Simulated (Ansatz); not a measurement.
We consider rock-salt MgS, described by PBEsol in Ansatz (plane waves, PAW).

Settings: plane-wave cutoff 520 eV, 12×12×12 k mesh, perturbation theory, scalar-relativistic PAW data made under PBE.

Computed at the level's own relaxed cell.

Harmonic phonon frequencies (cm⁻¹; i marks an imaginary mode; at Γ without the LO shift):

```tsv
q point	frequencies
Γ	?
X	124 124 182 269 269 305
L	?
W	?
```

**Question.** Complete the blanks.

**Answer.** 
- Γ, frequencies: 0 0 0 243 243 243
- L, frequencies: 180 180 204 204 293 362
- W, frequencies: 169 169 234 236 288 288

With the long-range field the LO mode at Γ lies at 397 cm⁻¹.

Measured, for comparison: zone-centre TO phonon frequency 240 cm⁻¹ (temperature not stated, not corrected to a static lattice; as tabulated in Chmeruk and Núñez-Valdez (2023), arXiv:2212.11645). Computed (rounded) less measured: zone-centre TO phonon frequency +1 %.

No imaginary mode appears at these points.

Ansatz is a program for electronic structure.
